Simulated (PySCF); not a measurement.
**Beryllium: a sound run and one with changed settings**

Sound run: Be [He] 2s2, Be⁺ [He] 2s1. All numbers are calculated (PySCF 2.14, the spin-free X2C one-electron Hamiltonian (Gaussian nucleus), in jorge-DZP-DKH (4s2p1d, 15 functions)). The sound run starts from symmetry-adapted Hartree-Fock orbitals and uses a fine grid where one is needed.

Changed run: radial step 0.8 in ln r (0.13 in the sound run). This setting is unsound on purpose.

```json
{"species": "Be", "method": "UHF", "sound run (hartree)": "-14.57420", "changed run (hartree)": "-14.57420", "converged": "yes"}
{"species": "Be", "method": "M06-L", "sound run (hartree)": "-14.66300", "changed run (hartree)": "-14.68403", "converged": "yes"}
{"species": "Be", "method": "r2SCAN", "sound run (hartree)": "-14.64968", "changed run (hartree)": "-14.65488", "converged": "yes"}
{"species": "Be⁺", "method": "UHF", "sound run (hartree)": "-14.27885", "changed run (hartree)": "-14.27885", "converged": "yes"}
{"species": "Be⁺", "method": "M06-L", "sound run (hartree)": "-14.33624", "changed run (hartree)": "-14.33170", "converged": "yes"}
{"species": "Be⁺", "method": "r2SCAN", "sound run (hartree)": "-14.32678", "changed run (hartree)": "-14.32296", "converged": "yes"}
```

Ionisation energy of Be:

| method | sound run (eV) | changed run (eV) |
| --- | --- | --- |
| UHF | 8.037 | 8.037 |
| M06-L | 8.892 | 9.587 |
| r2SCAN | 8.786 | 9.032 |

A coarse radial grid mis-integrates the density and the exchange-correlation energy, with errors of either sign; Hartree-Fock needs no grid.

For comparison, NIST gives 9.323 eV between the lowest levels.
